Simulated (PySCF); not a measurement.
Compound: C4H9O (doublet state).
Structure used (GFN2-xTB), in Å, numbered top down from 1:
```
atom  x, y, z in Å
C1    -2.183   -0.158   -0.037
C2    -1.283    0.847    0.557
O3     0.050    0.778    0.111
C4     0.743   -0.363    0.573
C5     2.167   -0.307    0.046
H6    -3.152   -0.322    0.390
H7    -1.937   -0.610   -0.976
H8    -1.605    1.868    0.285
H9    -1.322    0.789    1.662
H10    0.742   -0.375    1.675
H11    0.240   -1.277    0.226
H12    2.717   -1.190    0.361
H13    2.156   -0.261   -1.039
H14    2.667    0.580    0.423
```

The hyperfine couplings belong to this conformer and change with its torsions.

As a line formula: `[CH2]COCC` [radical].

Method used: PySCF, UKS B3LYP, pcH-1 on C H O, non-relativistic, mean-field spin-orbit, GIAO. Isolated species at its GFN2-xTB geometry (one conformer only). The geometry wasn't refined by DFT: couplings that depend on bond lengths, twists or pyramidal angles can differ widely from those at the functional's own minimum. The SCF solution wasn't tested for stability.

(1) Match the computed a_iso(13C) values +92.9, -36.7 MHz with the sites C1; C2.

## Answers

(1) 
| site | a_iso (MHz) | ρ(0) (bohr⁻³) | position | distance from C1 (Å) | spin population | largest \|T\| (MHz) |
| --- | --- | --- | --- | --- | --- | --- |
| C1 | +92.9 | +0.0826 | largest spin population | 0.00 | +1.07 | 162.2 |
| C2 | -36.7 | -0.0326 | 1 bond from C1 | 1.47 | -0.08 | 3.3 |

ρ(0) is the spin density at the nucleus and T the dipolar tensor; entries for several nuclei are means. The Mulliken spin populations are largest on C1 (+1.07), C2 (-0.08) and H8 (+0.06). C1 is the only atom above +0.15. The positive populations add up to 1.17 and the negative ones to -0.17, together 2S = 1. The angles at C1 add up to 359.3°, so it is planar; its axial dipolar tensor and the negative couplings of its protons fit spin in a p orbital normal to that plane.

Means are taken over nuclei equivalent by connectivity, which assumes that they swap fast. The 1H value of +115.3 MHz is a mean of couplings from 72.3 to 158.3 MHz in this one geometry, not an average over conformers.

Time: 26 s wall. Hardware: one thread of an x86-64 server (shared host).
